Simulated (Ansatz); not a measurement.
Which method gave which barrier?

Saddle point of SiH2O2, singlet (SiH₂O₂ ([OH][Si][OH]) → H₂O + SiO; bonds formed: H1–O4; bonds broken: H1–O2, Si3–O4), PBE0-D4/def2-TZVP structure:

```xyz
5
angstrom
H -0.3754 -0.0125 -0.5648
O -0.0961 -1.3625 -0.5597
Si 0.4521 -0.9277 0.8470
O -0.2691 0.7728 0.2441
H 0.2885 1.5301 0.0334
```

Computed with Ansatz 0.2.0 (basis: def2-TZVPP, with def2-QZVPP for the basis limit); correlated methods freeze the cores. Extrapolation: Hartree–Fock as exp(−7.88 √X), correlation as X^−2.97. Four methods, as single points on the PBE0-D4 structures, gave these electronic barriers from the start structure: 37.91, 41.25, 47.39, 56.12 kcal/mol.

Task: The methods were, in alphabetical order, BHLYP-D4, BLYP-D4, HF, PBE0-D4. Which gave which? (Judge from chemistry; the calculation decides.)

Result: Computed: BLYP-D4 37.91; PBE0-D4 41.25; BHLYP-D4 47.39; HF 56.12 kcal/mol. For comparison, CCSD(T) at an estimated basis limit (MP2 extrapolated from triple and quadruple zeta, plus CCSD(T) − MP2 in triple zeta) gives 42.88 kcal/mol.

T1 diagnostic: at most 0.020.

Labels in which every atom is bracketed show which atoms are joined, not bond orders.

For scale, one of the runs: CCSD(T)/def2-TZVPP, 132 basis functions, launched by `ansatz run in.yaml --threads 2 --pin off --events-out ev --progress --plain --max-ram 4352MiB`. Time: 8.5 s of wall clock on 2 CPU threads of an Arm Neoverse V1; the host was shared. Peak host memory: 0.66 GiB.
